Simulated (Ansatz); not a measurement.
# OF2 (oxygen difluoride): levels of theory compared

We compute a comparison of 6 runs (SVWN5/STO-3G, UB3LYP/STO-3G, UPBE0/STO-3G, wB97M-V/STO-3G, CCSDT(Q)/STO-3G, CCSDTQ/STO-3G) of OF2 (oxygen difluoride). 

Program for the calculation: Ansatz 0.2.0.

43 further runs of the same task are left out: 6 that didn't finish, 37 set aside as unsound or not needed.

## 1. Starting point

The species is OF2 (3 atoms), meant as a singlet with charge 0. SMILES: `FOF`. The O2–F1 distance was set to 2.761 Å, away from the relaxed value. At this shape a bond of the SMILES string is far longer than usual.

Bond lengths: O2–F3 1.381 Å.

## 2. A single-point energy at SVWN5/STO-3G (run 1)

job.yaml reads:

```yaml
crystal:
  periodic: [false, false, false]
  atoms:
    - {symbol: F, position_ang: [1.906083, -1.243852, 0.914510]}
    - {symbol: O, position_ang: [0.000520, 0.563910, 0.062040]}
    - {symbol: F, position_ang: [-0.953810, -0.223960, -0.550310]}
basis:
  gaussian:
    orbitals: STO-3G
hamiltonian:
  xc: {name: SVWN5}
accuracy: high
```

The run is started by

```sh
$ ansatz run job.yaml --threads 1 --pin off --max-ram 3480MiB --events-out events.jsonl --progress --plain --runs-dir runs
```

Output:

```text
Warning: RAYON_NUM_THREADS=1 ignored (pool sized by the plan → 1); use --threads N
Functional definition: SVWN5
  name "SVWN5"
  exchange = slater_x
  correlation = vwn5_c
230 factors; integrals over basis functions are off by at most 4.5e-8 eV
mean field evaluation 1: about -7297.8957 eV, gradient 3.5e1 eV
mean field evaluation 2: about -7152.3893 eV, gradient 1.8e0 eV
mean field evaluation 4: about -7293.0048 eV, gradient 4.2e1 eV
mean field evaluation 8: about -7314.5546 eV, gradient 1.7e-1 eV
mean field evaluation 16: about -7295.6391 eV, gradient 1.0e1 eV
mean field evaluation 32: about -7314.2992 eV, gradient 1.2e0 eV
mean field evaluation 64: about -7314.4433 eV, gradient 1.9e0 eV
mean field -7314.52007023 eV, -268.8036546213 hartree, gradient 8.9e-8 eV, S^2 0.000000; 4 other end points of the search recorded, 0 dependent functions left out
reference -7314.52007083 eV, -268.8036546431 hartree; 13, 13 occupied and 2, 2 virtual orbitals, 230 factors
Total energy: -7314.52007083 eV, -268.8036546431 hartree
```

It took 0.38 s on 1 thread of Intel Xeon 6975P-C (Granite Rapids), shared host.

## 3. A single-point energy at UB3LYP/STO-3G (run 2)

input.yaml reads:

```yaml
crystal:
  periodic: [false, false, false]
  atoms:
    - {symbol: F, position_ang: [1.906083, -1.243852, 0.914510]}
    - {symbol: O, position_ang: [0.000520, 0.563910, 0.062040]}
    - {symbol: F, position_ang: [-0.953810, -0.223960, -0.550310]}
basis:
  gaussian: {orbitals: STO-3G}
accuracy: high
hamiltonian: {xc: {name: B3LYP}}
magnetization: {spin_polarized: true}
```

The run is started by

```sh
$ ansatz run input.yaml --threads 1 --pin off --max-ram 3480MiB --events-out events.jsonl --progress --plain --runs-dir runs
```

Output, cut to the lines that bear on the results:

```text
Warning: RAYON_NUM_THREADS=1 ignored (pool sized by the plan → 1); use --threads N
Functional definition: B3LYP
  name "B3LYP"
[...]
230 factors; integrals over basis functions are off by at most 4.5e-8 eV
[...]
mean field -7366.44218353 eV, -270.7117570907 hartree, gradient 6.5e-9 eV, S^2 1.001027; 7 other end points of the search recorded, 0 dependent functions left out
reference -7366.44219755 eV, -270.7117576060 hartree; 13, 13 occupied and 2, 2 virtual orbitals, 230 factors
Total energy: -7366.44219755 eV, -270.7117576060 hartree
```

Run time: 5.4 s. Hardware: 1 thread of Intel Xeon 6975P-C (Granite Rapids), shared host.

Runs 3 to 5 aren't shown in full; the table further down has their settings and results.

## 4. The energy at CCSDTQ/STO-3G (run 6)

in.yaml reads:

```yaml
crystal:
  periodic: [false, false, false]
  atoms:
    - {symbol: F, position_ang: [1.906083, -1.243852, 0.914510]}
    - {symbol: O, position_ang: [0.000520, 0.563910, 0.062040]}
    - {symbol: F, position_ang: [-0.953810, -0.223960, -0.550310]}
basis:
  gaussian: {orbitals: STO-3G}
magnetization: {spin_polarized: false}
correlation: {method: ccsdtq, frozen_orbitals: {F: 1, O: 1}}
accuracy: high
scf: {omitted_lower_state_checks: [cluster_reference, increment]}
```

The run is started by

```sh
$ ansatz run in.yaml --threads 1 --pin off --max-ram 3480MiB --events-out events.jsonl --progress --plain --runs-dir runs
```

Output:

```text
Warning: RAYON_NUM_THREADS=1 ignored (pool sized by the plan → 1); use --threads N
[... 16 lines left out ...]
3 core orbitals not correlated: weight in the atoms' cores, before any rotation towards them, 1.000 or more for the frozen orbitals, at most 0.000 for the correlated occupied ones
[... 215 lines left out ...]
WARN: these amplitudes may be one of several solutions (largest doubles amplitude 0.95, level shift 22.30 eV)
Total energy: -7343.16672288 eV, -269.8563996886 hartree
Checks for a lower state left out: cluster_reference, increment
```

Run time: 14 s. Hardware: 1 thread of Intel Xeon 6975P-C (Granite Rapids), shared host; peak memory 0.16 GiB.

## 5. Overview of the runs

| run | level | frozen core orbitals | energy (Eh) | wall time |
| --- | --- | --- | --- | --- |
| 1 | SVWN5/STO-3G | – | -268.803655 | 0.38 s |
| 2 | UB3LYP/STO-3G | – | -270.711758 | 5.4 s |
| 3 | UPBE0/STO-3G | – | -270.513902 | 11 s |
| 4 | wB97M-V/STO-3G | – | -270.612870 | 4.2 s |
| 5 | CCSDT(Q)/STO-3G | 3 | -269.856847 | 0.46 s |
| 6 | CCSDTQ/STO-3G | 3 | -269.856400 | 14 s |

## 6. Summary of results

| quantity | value |
| --- | --- |
| run 6: total energy | -269.85640 Eh |
| run 6: correlation energy (3 core orbitals frozen) | -410.3 mEh |
| run 6: T1 diagnostic | 0.074 |

Totals of different functionals can't be ranked against each other. In runs 5, 6 the log says that unrestricted orbitals would lower the reference, so the values rest on an unstable closed-shell determinant (other closed-shell runs at this shape may share the fault). In runs 1, 2, 3, 4, 5, 6 the basis is minimal, so the values are rough. In runs 1, 4 a closed-shell determinant meets a far-stretched bond, which it describes badly. Spin contamination of the reference: run 3 ⟨S²⟩ = 1.00, run 2 ⟨S²⟩ = 1.00. Where it is this large, the reference is a mixture of spin states, and values that rest on it are in doubt. All runs together took 36 s, the longest 14 s.
